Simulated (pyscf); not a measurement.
This saddle point was located with ωB97X-D3(BJ)/def2-SVP in PySCF.

```xyz
9

O     -2.9458    -0.3505     0.7579
B     -1.7501    -0.5941     0.1985
O     -0.9382    -1.4136    -0.2930
H     -3.1291     0.5651     0.9920
Si     0.2949     0.3776    -0.5192
H     -1.0860     0.8095     0.1514
H      1.2294    -0.3322     0.3841
H      0.2134     0.0712    -1.9658
H      0.7768     1.8097    -0.4818
```
Charge 0, spin multiplicity 1.

Surface: singlet, charge 0. Lowest wavenumbers (cm⁻¹): 422i, 163, 265, 288, 399.

### Question
Which two sides does it connect, and which bonds change?

### Answer
O=B–OH + SiH₄ ⇌ HO–BH–O–SiH₃, an addition across a multiple bond or ene-type step read from left to right: H–Si broken and B–H, O–Si formed. At CCSD(T)/def2-TZVPP + ΔMP2(QZVPP) it lies +12.3 kcal/mol from the left side and +57.8 kcal/mol from the right (each side as separated species at their lowest minima found). One saddle was located; it need not be the lowest between these sides. The CCSD(T) − MP2 part came from Ansatz, without density fitting, on the same reference.
